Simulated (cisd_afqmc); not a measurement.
Input (AFQMC/CISD/cc-pV(D+d)Z; cisd_afqmc is a phaseless AFQMC code with CISD trial states that reads the integrals written by Ansatz): A basis named .json is the Basis Set Exchange file of that set.

Ansatz 0.2 input:
```python
import cisd_afqmc

open("ham.yaml", "w").write("""\
crystal:
  periodic: [false, false, false]
  atoms:
    - {symbol: P, position_ang: [-0.07023712, 0.00692197, 0.01777448]}
    - {symbol: H, position_ang: [0.04480899, 1.54454469, 0.08074098]}
    - {symbol: H, position_ang: [1.29167634, -0.12729666, -0.32687660]}
    - {symbol: H, position_ang: [-0.28292848, -1.52107766, -0.02048154]}
basis:
  gaussian:
    orbitals: cc-pV_D+d_Z.json
magnetization: {spin_polarized: true, initial_magnetization: 2}
correlation: {method: ccsd, electrons: outside_noble_gas, hamiltonian_folder: ham}
""")
rep = cisd_afqmc.ansatz("ham.yaml")
e_ccsd = rep["correlation"]["coupled_cluster"]["energy"]["hartree"]
out = cisd_afqmc.run("ham", e_ccsd, trial="CISD", walkers=200, populations=8, threads=8, dt=0.005, steps=40, early=24, settle=10, least=32,
    cut=5e-5, rank_cut=2e-4, target=0.0004, seconds=1500, seed=1, memory=17280, gpu=False)
```

Output:

```
orbitals 33, occupied [5, 3], factors 173 of 359, rank of the doubles 105 of 230
E(HF) = -342.368201
E(CCSD) on the cut factors = -342.514118, shift to the whole factors -0.000017
Energy of the trial state on the determinant = -342.514032
  tau behind 7.2 of longer steps, mean of the populations' last blocks
   2.0  -342.51843
   4.0  -342.51830
   6.0  -342.51826
   8.0  -342.51858
blocks 293 (0 outliers left out), error by blocks joined: 1: 0.00006, 2: 0.00007, 4: 0.00010, 8: 0.00012, 16: 0.00015
E(AFQMC/CISD) = -342.51841 +/- 0.00015
```

The determinant is spin-contaminated: <S^2> is 2.04, 0.04 over the pure value.

This triplet is an excited state, 3.5 eV above the singlet at CCSD(T)/cc-pV(5+d)Z (Ansatz).

The error still grows at the longest joins of blocks, or few joins were possible, so the printed bar may be too narrow.
